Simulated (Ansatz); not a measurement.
Ansatz (a quantum-chemistry and plane-wave program) input (HF/3-21G): The .json file is the Basis Set Exchange's 3-21G.

Ansatz 0.2 input:
```yaml
crystal:
  periodic: [false, false, false]
  atoms:
    - {symbol: C, position_ang: [0.77512277, 1.83743871, -0.05905089]}
    - {symbol: C, position_ang: [0.64282312, 0.34528029, 0.11415077]}
    - {symbol: C, position_ang: [-0.71178396, -0.30907102, -0.00367364]}
    - {symbol: C, position_ang: [-0.62167499, -1.84778379, -0.05993106]}
    - {symbol: H, position_ang: [1.81422327, 2.13742421, -0.12955632]}
    - {symbol: H, position_ang: [-1.60737291, -2.29115842, -0.14442547]}
    - {symbol: H, position_ang: [0.33216018, 2.37331500, 0.78094101]}
    - {symbol: H, position_ang: [0.26432054, 2.16781899, -0.95873966]}
    - {symbol: H, position_ang: [-0.15249764, -2.23411722, 0.83861916]}
    - {symbol: H, position_ang: [-0.03100290, -2.16116453, -0.91315148]}
    - {symbol: H, position_ang: [1.42200493, -0.18673345, 0.63189065]}
    - {symbol: H, position_ang: [-1.21146271, 0.05839385, -0.89622754]}
    - {symbol: H, position_ang: [-1.33729451, -0.01896354, 0.84167842]}
basis:
  gaussian:
    orbitals: 3-21G.json
hamiltonian:
  xc: {name: HF}
magnetization: {spin_polarized: true, initial_magnetization: 1}
phonons: {temperatures: {t_min: 298.15, t_max: 298.15, t_step: 100}}
```

Output:

```
WARN ansatz: RAYON_NUM_THREADS=1 ignored (pool sized by the plan → 1); use --threads N
Functional definition: HF
integrals: 0.01 GiB planned
747 factors; integrals over basis functions are off by at most 5.3e-4 eV
mean field: 0.17 GiB planned
mean field evaluation 1: about -4237.5705 eV, gradient 1.7e1 eV
mean field evaluation 2: about -4237.8026 eV, gradient 1.7e1 eV
mean field evaluation 4: about -4239.6290 eV, gradient 1.8e0 eV
mean field evaluation 8: about -4239.6655 eV, gradient 1.1e-3 eV
mean field -4239.66550180 eV, -155.8048334427 hartree, gradient 1.4e-5 eV, S^2 0.764371; 0 other end points of the search recorded, 0 dependent functions left out
the calculation of the forces begins
reference -4239.66550180 eV, -155.8048334427 hartree; 17, 16 occupied and 37, 38 virtual orbitals, 747 factors
these checks for a lower state are left out or cut short: stability, starts, cluster_reference, orbital_swaps, neighbouring_geometries, increment
integrals: 0.01 GiB planned
747 factors; integrals over basis functions are off by at most 5.4e-4 eV
mean field: 0.17 GiB planned
mean field evaluation 16: about -4239.6653 eV, gradient 8.1e-5 eV
mean field -4239.66530851 eV, -155.8048263394 hartree, gradient 2.4e-6 eV, S^2 0.764391; 0 other end points of the search recorded, 0 dependent functions left out
the calculation of the forces begins
reference -4239.66530851 eV, -155.8048263394 hartree; 17, 16 occupied and 37, 38 virtual orbitals, 747 factors
these checks for a lower state are left out or cut short: stability, starts, cluster_reference, orbital_swaps, neighbouring_geometries, increment
integrals: 0.01 GiB planned
747 factors; integrals over basis functions are off by at most 5.3e-4 eV
mean field: 0.17 GiB planned
mean field -4239.66531044 eV, -155.8048264102 hartree, gradient 2.5e-6 eV, S^2 0.764351; 0 other end points of the search recorded, 0 dependent functions left out
the calculation of the forces begins
reference -4239.66531044 eV, -155.8048264102 hartree; 17, 16 occupied and 37, 38 virtual orbitals, 747 factors
these checks for a lower state are left out or cut short: stability, starts, cluster_reference, orbital_swaps, neighbouring_geometries, increment
integrals: 0.01 GiB planned
747 factors; integrals over basis functions are off by at most 5.3e-4 eV
mean field: 0.17 GiB planned
mean field -4239.66534973 eV, -155.8048278541 hartree, gradient 5.4e-6 eV, S^2 0.764381; 0 other end points of the search recorded, 0 dependent functions left out
the calculation of the forces begins
reference -4239.66534973 eV, -155.8048278541 hartree; 17, 16 occupied and 37, 38 virtual orbitals, 747 factors
these checks for a lower state are left out or cut short: stability, starts, cluster_reference, orbital_swaps, neighbouring_geometries, increment
integrals: 0.01 GiB planned
747 factors; integrals over basis functions are off by at most 5.3e-4 eV
mean field: 0.17 GiB planned
mean field evaluation 32: about -4239.4248 eV, gradient 2.9e-1 eV
mean field -4239.66535390 eV, -155.8048280075 hartree, gradient 5.4e-6 eV, S^2 0.764362; 0 other end points of the search recorded, 0 dependent functions left out
the calculation of the forces begins
reference -4239.66535390 eV, -155.8048280075 hartree; 17, 16 occupied and 37, 38 virtual orbitals, 747 factors
these checks for a lower state are left out or cut short: stability, starts, cluster_reference, orbital_swaps, neighbouring_geometries, increment
integrals: 0.01 GiB planned
747 factors; integrals over basis functions are off by at most 5.3e-4 eV
mean field: 0.17 GiB planned
mean field -4239.66532856 eV, -155.8048270763 hartree, gradient 1.7e-6 eV, S^2 0.764341; 0 other end points of the search recorded, 0 dependent functions left out
the calculation of the forces begins
reference -4239.66532856 eV, -155.8048270763 hartree; 17, 16 occupied and 37, 38 virtual orbitals, 747 factors
these checks for a lower state are left out or cut short: stability, starts, cluster_reference, orbital_swaps, neighbouring_geometries, increment
integrals: 0.01 GiB planned
747 factors; integrals over basis functions are off by at most 5.3e-4 eV
mean field: 0.17 GiB planned
mean field -4239.66532649 eV, -155.8048270002 hartree, gradient 2.2e-6 eV, S^2 0.764401; 0 other end points of the search recorded, 0 dependent functions left out
the calculation of the forces begins
reference -4239.66532649 eV, -155.8048270002 hartree; 17, 16 occupied and 37, 38 virtual orbitals, 747 factors
these checks for a lower state are left out or cut short: stability, starts, cluster_reference, orbital_swaps, neighbouring_geometries, increment
integrals: 0.01 GiB planned
747 factors; integrals over basis functions are off by at most 5.3e-4 eV
mean field: 0.17 GiB planned
[...]
mean field: 0.17 GiB planned
mean field -4239.66546411 eV, -155.8048320577 hartree, gradient 2.6e-6 eV, S^2 0.764366; 0 other end points of the search recorded, 0 dependent functions left out
the calculation of the forces begins
reference -4239.66546411 eV, -155.8048320577 hartree; 17, 16 occupied and 37, 38 virtual orbitals, 747 factors
these checks for a lower state are left out or cut short: stability, starts, cluster_reference, orbital_swaps, neighbouring_geometries, increment
integrals: 0.01 GiB planned
747 factors; integrals over basis functions are off by at most 5.3e-4 eV
mean field: 0.17 GiB planned
mean field evaluation 416: about -4239.4252 eV, gradient 2.8e-1 eV
mean field -4239.66546324 eV, -155.8048320255 hartree, gradient 2.5e-6 eV, S^2 0.764376; 0 other end points of the search recorded, 0 dependent functions left out
the calculation of the forces begins
reference -4239.66546324 eV, -155.8048320255 hartree; 17, 16 occupied and 37, 38 virtual orbitals, 747 factors
these checks for a lower state are left out or cut short: stability, starts, cluster_reference, orbital_swaps, neighbouring_geometries, increment
integrals: 0.01 GiB planned
747 factors; integrals over basis functions are off by at most 5.3e-4 eV
mean field: 0.17 GiB planned
mean field -4239.66546962 eV, -155.8048322601 hartree, gradient 1.2e-6 eV, S^2 0.764374; 0 other end points of the search recorded, 0 dependent functions left out
the calculation of the forces begins
reference -4239.66546962 eV, -155.8048322601 hartree; 17, 16 occupied and 37, 38 virtual orbitals, 747 factors
these checks for a lower state are left out or cut short: stability, starts, cluster_reference, orbital_swaps, neighbouring_geometries, increment
integrals: 0.01 GiB planned
747 factors; integrals over basis functions are off by at most 5.3e-4 eV
mean field: 0.17 GiB planned
mean field -4239.66547363 eV, -155.8048324074 hartree, gradient 1.2e-6 eV, S^2 0.764368; 0 other end points of the search recorded, 0 dependent functions left out
the calculation of the forces begins
reference -4239.66547363 eV, -155.8048324074 hartree; 17, 16 occupied and 37, 38 virtual orbitals, 747 factors
these checks for a lower state are left out or cut short: stability, starts, cluster_reference, orbital_swaps, neighbouring_geometries, increment
integrals: 0.01 GiB planned
747 factors; integrals over basis functions are off by at most 5.3e-4 eV
mean field: 0.17 GiB planned
mean field -4239.66542123 eV, -155.8048304818 hartree, gradient 3.2e-6 eV, S^2 0.764369; 0 other end points of the search recorded, 0 dependent functions left out
the calculation of the forces begins
reference -4239.66542123 eV, -155.8048304818 hartree; 17, 16 occupied and 37, 38 virtual orbitals, 747 factors
these checks for a lower state are left out or cut short: stability, starts, cluster_reference, orbital_swaps, neighbouring_geometries, increment
integrals: 0.01 GiB planned
747 factors; integrals over basis functions are off by at most 5.3e-4 eV
mean field: 0.17 GiB planned
mean field -4239.66542045 eV, -155.8048304531 hartree, gradient 3.2e-6 eV, S^2 0.764373; 0 other end points of the search recorded, 0 dependent functions left out
the calculation of the forces begins
reference -4239.66542045 eV, -155.8048304531 hartree; 17, 16 occupied and 37, 38 virtual orbitals, 747 factors
these checks for a lower state are left out or cut short: stability, starts, cluster_reference, orbital_swaps, neighbouring_geometries, increment
integrals: 0.01 GiB planned
747 factors; integrals over basis functions are off by at most 5.3e-4 eV
mean field: 0.17 GiB planned
mean field evaluation 448: about -4239.6655 eV, gradient 1.7e-5 eV
mean field -4239.66545526 eV, -155.8048317325 hartree, gradient 3.2e-6 eV, S^2 0.764361; 0 other end points of the search recorded, 0 dependent functions left out
the calculation of the forces begins
reference -4239.66545526 eV, -155.8048317325 hartree; 17, 16 occupied and 37, 38 virtual orbitals, 747 factors
these checks for a lower state are left out or cut short: stability, starts, cluster_reference, orbital_swaps, neighbouring_geometries, increment
integrals: 0.01 GiB planned
747 factors; integrals over basis functions are off by at most 5.3e-4 eV
mean field: 0.17 GiB planned
mean field -4239.66545427 eV, -155.8048316960 hartree, gradient 2.9e-6 eV, S^2 0.764381; 0 other end points of the search recorded, 0 dependent functions left out
the calculation of the forces begins
reference -4239.66545427 eV, -155.8048316960 hartree; 17, 16 occupied and 37, 38 virtual orbitals, 747 factors
these checks for a lower state are left out or cut short: stability, starts, cluster_reference, orbital_swaps, neighbouring_geometries, increment
integrals: 0.01 GiB planned
747 factors; integrals over basis functions are off by at most 5.3e-4 eV
mean field: 0.17 GiB planned
mean field -4239.66547496 eV, -155.8048324563 hartree, gradient 1.6e-6 eV, S^2 0.764377; 0 other end points of the search recorded, 0 dependent functions left out
the calculation of the forces begins
reference -4239.66547496 eV, -155.8048324563 hartree; 17, 16 occupied and 37, 38 virtual orbitals, 747 factors
these checks for a lower state are left out or cut short: stability, starts, cluster_reference, orbital_swaps, neighbouring_geometries, increment
integrals: 0.01 GiB planned
747 factors; integrals over basis functions are off by at most 5.3e-4 eV
mean field: 0.17 GiB planned
mean field -4239.66547756 eV, -155.8048325520 hartree, gradient 1.6e-6 eV, S^2 0.764365; 0 other end points of the search recorded, 0 dependent functions left out
the calculation of the forces begins
reference -4239.66547756 eV, -155.8048325520 hartree; 17, 16 occupied and 37, 38 virtual orbitals, 747 factors
these checks for a lower state are left out or cut short: stability, starts, cluster_reference, orbital_swaps, neighbouring_geometries, increment
integrals: 0.01 GiB planned
747 factors; integrals over basis functions are off by at most 5.3e-4 eV
mean field: 0.17 GiB planned
mean field -4239.66543041 eV, -155.8048308190 hartree, gradient 3.0e-6 eV, S^2 0.764384; 0 other end points of the search recorded, 0 dependent functions left out
the calculation of the forces begins
reference -4239.66543041 eV, -155.8048308190 hartree; 17, 16 occupied and 37, 38 virtual orbitals, 747 factors
these checks for a lower state are left out or cut short: stability, starts, cluster_reference, orbital_swaps, neighbouring_geometries, increment
integrals: 0.01 GiB planned
747 factors; integrals over basis functions are off by at most 5.3e-4 eV
mean field: 0.17 GiB planned
mean field evaluation 480: about -4239.6654 eV, gradient 3.0e-6 eV
mean field -4239.66542933 eV, -155.8048307796 hartree, gradient 3.2e-6 eV, S^2 0.764357; 0 other end points of the search recorded, 0 dependent functions left out
the calculation of the forces begins
reference -4239.66542933 eV, -155.8048307796 hartree; 17, 16 occupied and 37, 38 virtual orbitals, 747 factors
Total energy: -4239.66550180 eV, -155.8048334427 hartree
Atom 0 at     0.775123     1.837439    -0.059051 Å, force    -0.000161    -0.001007     0.000381 eV/Å
Atom 1 at     0.642823     0.345280     0.114151 Å, force     0.000625     0.000379     0.000297 eV/Å
Atom 2 at    -0.711784    -0.309071    -0.003674 Å, force     0.000016     0.001049     0.000479 eV/Å
Atom 3 at    -0.621675    -1.847784    -0.059931 Å, force     0.000163    -0.000193    -0.000612 eV/Å
Atom 4 at     1.814223     2.137424    -0.129556 Å, force     0.000006    -0.000015     0.000182 eV/Å
Atom 5 at    -1.607373    -2.291158    -0.144425 Å, force    -0.000437     0.000092     0.000048 eV/Å
Atom 6 at     0.332160     2.373315     0.780941 Å, force    -0.000172    -0.000190    -0.000372 eV/Å
Atom 7 at     0.264321     2.167819    -0.958740 Å, force     0.000297    -0.000110    -0.000167 eV/Å
Atom 8 at    -0.152498    -2.234117     0.838619 Å, force    -0.000034     0.000485     0.000050 eV/Å
Atom 9 at    -0.031003    -2.161165    -0.913151 Å, force    -0.000030     0.000122    -0.000116 eV/Å
Atom 10 at     1.422005    -0.186733     0.631891 Å, force    -0.000667     0.000694    -0.000563 eV/Å
Atom 11 at    -1.211463     0.058394    -0.896228 Å, force     0.000175    -0.000794     0.000264 eV/Å
Atom 12 at    -1.337295    -0.018964     0.841678 Å, force     0.000219    -0.000514     0.000132 eV/Å
Dipole moment:    -0.022348     0.021706     0.037024 e Å
Vibrations: 69.31 130.78 253.74 277.20 412.34 456.70 847.38 883.59 1029.00 1092.38 1111.97 1155.41 1194.66 1285.30 1418.07 1449.71 1514.94 1572.79 1573.38 1646.07 1657.67 1662.67 1672.10 1674.85 3136.15 3143.68 3194.49 3195.44 3207.58 3249.05 3253.11 3258.55 3308.97 cm⁻¹, zero-point energy 3.408887 eV
```

The blocks after the first are displaced geometries, from whose forces the wavenumbers follow.
